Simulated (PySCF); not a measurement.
**C: ionisation energy**

C [He] 2s2 2p2 (3P) → C⁺ [He] 2s2 2p1 (2P), as a difference of total energies. Calculation: PySCF 2.14, in aug-cc-pVDZ (4s3p2d, 23 functions); no relativity, point nucleus. Correlated levels: valence: 1s2 frozen. The calculations carry no spin-orbit coupling.

Q: Order these methods by the ionisation energy they give, lowest first.
A. MP2 (valence)
B. SCS-MP2 (valence)
C. UHF
D. FCI (valence)

A: C (10.817 eV), B (11.036 eV), D (11.071 eV), A (11.145 eV).

Errors of the correlated levels include the incompleteness of this basis and the frozen core.

For comparison: 11.262 eV (measured; NIST levels, between the centres of gravity of the two terms).
